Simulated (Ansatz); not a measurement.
## Changing the shape of C₂, singlet

Computed with Ansatz's Gaussian-basis code (development build). Basis cc-pVDZ, nonrelativistic, 2 orbitals frozen in the corrections; active space CAS(8,8). Restricted Hartree–Fock, then the lowest state-specific CASSCF solution met for each case. On stretched bonds single-reference methods can fail or change state. Solutions in different active orbitals can move differences by tenths of an eV and at times more than 1 eV.

Case A: bond length 1.3566 Å.

Case B: bond length 1.2561 Å.

Case C: bond length 1.1556 Å.

Energy less that of case A, in eV:

| case | RHF/ROHF | CASSCF |
| --- | --- | --- |
| B | +0.430 | -0.247 |
| C | +1.836 | +0.341 |

Question: Give the SC-NEVPT2 energies against case A.

Answer: B: -0.211 eV (-4.9 kcal/mol); C: +0.415 eV (9.6 kcal/mol).

Question: Which case is lowest, and do the methods agree?

Answer: B is lowest in SC-NEVPT2. RHF/ROHF puts A lowest.
